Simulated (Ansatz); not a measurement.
**HCB⁺, quartet: reading a ladder of total energies**

Geometry: that of the HCB, triplet, kept fixed.

```json
{"atom": "B", "x (Å)": "0.0000", "y (Å)": "0.0000", "z (Å)": "1.2592"}
{"atom": "C", "x (Å)": "0.0000", "y (Å)": "0.0000", "z (Å)": "-0.0942"}
{"atom": "H", "x (Å)": "0.0000", "y (Å)": "0.0000", "z (Å)": "-1.1650"}
```

Basis 6-31G; Ansatz 0.2.0. Only valence electrons are correlated (noble-gas cores frozen), which leaves 7 electrons in 18 orbitals. Prefix R: restricted or restricted open-shell reference; prefix U: unrestricted.

Full CI is exact within this basis and frozen core; it isn't the basis-set limit. The frozen core follows each run's orbitals, which can shift R against U totals by a few meV.

UCCSD has a T1 diagnostic of 0.017 and a largest doubles amplitude of 0.07.

Runs differ by some tens of microhartree through their thresholds and, for an open shell, their frozen cores, so the step to full CI, which has another core, is uncertain by up to 0.1 kcal/mol.

```
    level  total energy (hartree)
      UHF              -62.642750
     UMP2              -62.709747
    UCCSD              -62.728172
 UCCSD(T)              -62.729810
   UCCSDT              -62.730332
UCCSDT(Q)              -62.730441
  UCCSDTQ              -62.730453
  full CI              -62.730429
```

Problem. What is the correlation energy at full CI, and what share of it do UMP2 and UCCSD(T) recover?

Solution. E(corr) = -62.730429 − (-62.642750) = -0.087679 hartree = -2.386 eV. UMP2: -0.066997 / -0.087679 = 76.41 %. UCCSD(T): -0.087060 / -0.087679 = 99.29 %.

Problem. By how many kcal/mol does UCCSD(T) miss full CI (1 hartree = 627.509 kcal/mol), and which steps make up the rest?

Solution. -62.729810 − (-62.730429) = 0.000619 hartree = 0.39 kcal/mol. Steps: UCCSDT − UCCSD(T) = -0.33, UCCSDT(Q) − UCCSDT = -0.07, UCCSDTQ − UCCSDT(Q) = -0.01, full CI − UCCSDTQ = 0.02 kcal/mol. That is within 1 kcal/mol of the reference in this basis, which itself misses far more of the correlation at the basis-set limit.
